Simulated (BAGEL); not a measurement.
# SiPH6S+ (SMILES [PH3+][SiH2]S) at HF/STO-3G (density fitting with qzvpp-jkfit)

What is the vertical singlet–triplet gap of SiPH6S+ at HF/STO-3G (density fitting with qzvpp-jkfit)? 

The results are computed with BAGEL 1.2.2.

4 further runs of the same task are left out: 1 that didn't finish, 3 set aside as unsound or not needed.

## (1) The system as given

SiPH6S+: 9 atoms, total charge +1, spin state singlet. SMILES: `[PH3+][SiH2]S`. The shape is that of a GFN2-xTB optimisation. This is one conformer, not always the lowest.

Bond lengths: P1–Si2 2.350 Å, Si2–S3 2.121 Å, P1–H4 1.376 Å, P1–H5 1.377 Å, P1–H6 1.376 Å, Si2–H7 1.458 Å, Si2–H8 1.458 Å, S3–H9 1.326 Å. Some angles: P1–Si2–S3 98.4°, P1–Si2–H7 101.2°, P1–Si2–H8 101.2°, S3–Si2–H7 116.8°, S3–Si2–H8 116.8°, Si2–P1–H4 116.6°, Si2–P1–H5 117.7°, Si2–P1–H6 117.9°, Si2–S3–H9 98.1°, H7–Si2–H8 117.0°.

## (2) The energy at HF/STO-3G (density fitting with qzvpp-jkfit)

Input file calc.json:

```json
{ "bagel" : [

{
  "title" : "molecule",
  "basis" : "sto-3g",
  "df_basis" : "qzvpp-jkfit",
  "angstrom" : true,
  "geometry" : [
    { "atom" : "P", "xyz" : [      -0.733930,       0.813520,      -0.883130 ] },
    { "atom" : "Si", "xyz" : [       0.419800,      -0.904130,       0.230720 ] },
    { "atom" : "S", "xyz" : [       0.980510,       0.174330,       1.969470 ] },
    { "atom" : "H", "xyz" : [      -1.269800,       0.501230,      -2.111740 ] },
    { "atom" : "H", "xyz" : [      -0.034440,       1.957110,      -1.196030 ] },
    { "atom" : "H", "xyz" : [      -1.832820,       1.359720,      -0.259600 ] },
    { "atom" : "H", "xyz" : [      -0.634640,      -1.899180,       0.384790 ] },
    { "atom" : "H", "xyz" : [       1.476970,      -1.202260,      -0.727890 ] },
    { "atom" : "H", "xyz" : [       1.628350,      -0.800350,       2.593400 ] }
  ]
},

{ "title" : "hf", "charge" : 1 },

{ "title" : "print", "file" : "orbitals.molden", "orbitals" : true }

]}
```

The run is started by

```console
BAGEL_NUM_THREADS=1 BAGEL calc.json > calc.out
```

Log:

```text
* using 1 threads per process

  ===============================================================
  ===============================================================

  *** Geometry ***

  { "atom" : "P", "xyz" : [     -1.386927,      1.537330,     -1.668874 ] },
  { "atom" : "Si", "xyz" : [      0.793307,     -1.708558,      0.435998 ] },
  { "atom" : "S", "xyz" : [      1.852895,      0.329436,      3.721759 ] },
  { "atom" : "H", "xyz" : [     -2.399574,      0.947187,     -3.990610 ] },
  { "atom" : "H", "xyz" : [     -0.065082,      3.698402,     -2.260169 ] },
  { "atom" : "H", "xyz" : [     -3.463528,      2.569498,     -0.490573 ] },
  { "atom" : "H", "xyz" : [     -1.199296,     -3.588930,      0.727148 ] },
  { "atom" : "H", "xyz" : [      2.791069,     -2.271942,     -1.375513 ] },
  { "atom" : "H", "xyz" : [      3.077136,     -1.512442,      4.900816 ] },

  Number of auxiliary basis functions:      492

  Since a DF basis is specified, we compute 2- and 3-index integrals:
    o Being stored without compression. Storage requirement is 0.004 GB

  Number of basis functions:       33
  Number of electrons      :       51

    * METHOD: MOLECULE                             0.38

  *** RHF ***

  === Nuclear Repulsion ===
   205.4822370446

      * DIIS with orbital gradients will be used.

  === RHF iteration (sto-3g) ===
      0      -1018.99058842          0.01019833           0.04
      1      -1019.04763737          0.00198898           0.04
      2      -1019.04969276          0.00049774           0.04
      3      -1019.04990558          0.00006991           0.04
      4      -1019.04990945          0.00001328           0.04
      5      -1019.04990959          0.00000190           0.04
      6      -1019.04990959          0.00000032           0.04
      7      -1019.04990959          0.00000007           0.04
      8      -1019.04990959          0.00000001           0.04
      9      -1019.04990959          0.00000000           0.04
    * SCF iteration converged.

    * Permanent dipole moment:
           (    0.760463,     0.070714,     1.485412) a.u.

    * METHOD: HF                                   0.61

    * METHOD: PRINT                                0.01

  ===============================================================
```

It took 1.3 s on 1 thread of Intel Xeon Platinum 8259CL at 2.50GHz (Skylake/Cascade Lake), shared host.

## (3) The triplet at the same level

Changes to calc.json since step 2:

```diff
@@ -6,3 +6,3 @@
   "df_basis" : "qzvpp-jkfit",
-  "angstrom" : true,
+  "angstrom" : "true",
   "geometry" : [
@@ -20,5 +20,5 @@
 
-{ "title" : "hf", "charge" : 1 },
+{ "title" : "uhf", "charge" : 1, "nopen" : 2 },
 
-{ "title" : "print", "file" : "orbitals.molden", "orbitals" : true }
+{ "title" : "print", "file" : "orbitals.molden", "orbitals" : "true" }
```

The run is started by

```console
BAGEL_NUM_THREADS=1 BAGEL calc.json > calc.out
```

Log:

```text
* using 1 threads per process

  ===============================================================
  ===============================================================

  *** Geometry ***

  { "atom" : "P", "xyz" : [     -1.386927,      1.537330,     -1.668874 ] },
  { "atom" : "Si", "xyz" : [      0.793307,     -1.708558,      0.435998 ] },
  { "atom" : "S", "xyz" : [      1.852895,      0.329436,      3.721759 ] },
  { "atom" : "H", "xyz" : [     -2.399574,      0.947187,     -3.990610 ] },
  { "atom" : "H", "xyz" : [     -0.065082,      3.698402,     -2.260169 ] },
  { "atom" : "H", "xyz" : [     -3.463528,      2.569498,     -0.490573 ] },
  { "atom" : "H", "xyz" : [     -1.199296,     -3.588930,      0.727148 ] },
  { "atom" : "H", "xyz" : [      2.791069,     -2.271942,     -1.375513 ] },
  { "atom" : "H", "xyz" : [      3.077136,     -1.512442,      4.900816 ] },

  Number of auxiliary basis functions:      492

  Since a DF basis is specified, we compute 2- and 3-index integrals:
    o Being stored without compression. Storage requirement is 0.004 GB

  Number of basis functions:       33
  Number of electrons      :       51

    * METHOD: MOLECULE                             0.24

  *** Open-shell HF ***

  === Nuclear Repulsion ===
   205.4822370446

      * DIIS with orbital gradients will be used.

  === UHF iteration (sto-3g) ===
      0      -1018.76927185          0.01361791           0.07
      1      -1018.81733233          0.00349503           0.06
      2      -1018.82425257          0.00135218           0.06
      3      -1018.82667198          0.00050337           0.07
      4      -1018.82736832          0.00019367           0.07
      5      -1018.82763169          0.00006324           0.06
      6      -1018.82767834          0.00003349           0.07
      7      -1018.82768877          0.00002609           0.07
      8      -1018.82769171          0.00002359           0.06
      9      -1018.82769493          0.00002117           0.06
     10      -1018.82770458          0.00001084           0.06
     11      -1018.82770662          0.00000649           0.06
     12      -1018.82770754          0.00000229           0.06
     13      -1018.82770768          0.00000045           0.06
     14      -1018.82770768          0.00000019           0.06
     15      -1018.82770768          0.00000008           0.06
     16      -1018.82770768          0.00000002           0.06
     17      -1018.82770768          0.00000002           0.06
     18      -1018.82770768          0.00000001           0.06
    * SCF iteration converged.

    * S^2 (UHF) is 2.0108

    * Permanent dipole moment:
           (    0.340805,    -0.564710,     0.291907) a.u.

    * METHOD: UHF                                  1.31

    * METHOD: PRINT                                0.00

  ===============================================================
```

Run time: 1.9 s. Hardware: 1 thread of Intel Xeon Platinum 8259CL at 2.50GHz (Skylake/Cascade Lake), shared host.

## (4) Outcome

At HF/STO-3G (density fitting with qzvpp-jkfit):

| quantity | value |
| --- | --- |
| singlet: total energy | -1019.04991 Eh |
| singlet: HOMO energy | -12.35 eV |
| singlet: LUMO energy | 2.19 eV |
| singlet: HOMO–LUMO gap | 14.54 eV |
| triplet: total energy | -1018.82771 Eh |
| triplet: ⟨S²⟩ | 2.011 |
| vertical energy of the triplet above the singlet | 6.046 eV |

At this shape the triplet lies 6.05 eV (139 kcal/mol) above the singlet. In a minimal basis such a difference can be off by several eV, whatever the method.
